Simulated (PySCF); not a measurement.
Bond curve of SiS

Set-up: PySCF, no relativity, basis sets Si 6-31G(d,p), S 6-31G(d,p). Energies in eV from Si + S in their ground configurations at the same level. State: ¹Σ⁺ (singlet), closed shell.

All columns are CAM-B3LYP. A positive dipole means Si(−)S(+).

| R (Å) | E (eV) | μ (D) | Mulliken charge on Si (basis-dependent) | HOMO (eV) | LUMO (eV) | Mayer bond order | ⟨S²⟩ |
| --- | --- | --- | --- | --- | --- | --- | --- |
| 1.674 | -4.174 | -0.76 | 0.12 | -9.02 | -0.44 | 2.32 | 0.00 |
| 1.751 | -5.109 | -1.11 | 0.17 | -9.15 | -0.69 | 2.30 | 0.00 |
| 1.829 | -5.612 | -1.47 | 0.22 | -9.25 | -0.93 | 2.28 | 0.00 |
| 1.888 | -5.779 | -1.74 | 0.25 | -9.30 | -1.11 | 2.27 | 0.00 |
| 1.946 | -5.809 | -2.01 | 0.28 | -9.33 | -1.29 | 2.26 | 0.00 |
| 2.004 | -5.734 | -2.28 | 0.31 | -9.22 | -1.45 | 2.25 | 0.00 |
| 2.082 | -5.510 | -2.62 | 0.34 | -8.99 | -1.67 | 2.25 | 0.00 |
| 2.179 | -5.096 | -3.04 | 0.37 | -8.73 | -1.92 | 2.24 | 0.00 |
| 2.296 | -4.480 | -3.50 | 0.39 | -8.45 | -2.19 | 2.23 | 0.00 |
| 2.452 | -3.573 | -4.07 | 0.41 | -8.13 | -2.52 | 2.22 | 0.00 |

A fit through these points gives, at Re = 1.931 Å, μ = -1.95 D and dμ/dR = -4.59 D/Å; the reduced mass is 14.92 u.

Task: How strong is the fundamental in the double-harmonic approximation, I = 42.26·(dμ/dR)²/μred km/mol?

Result: I = 42.26·(-4.59)²/14.92 = 59.7 km/mol at CAM-B3LYP.
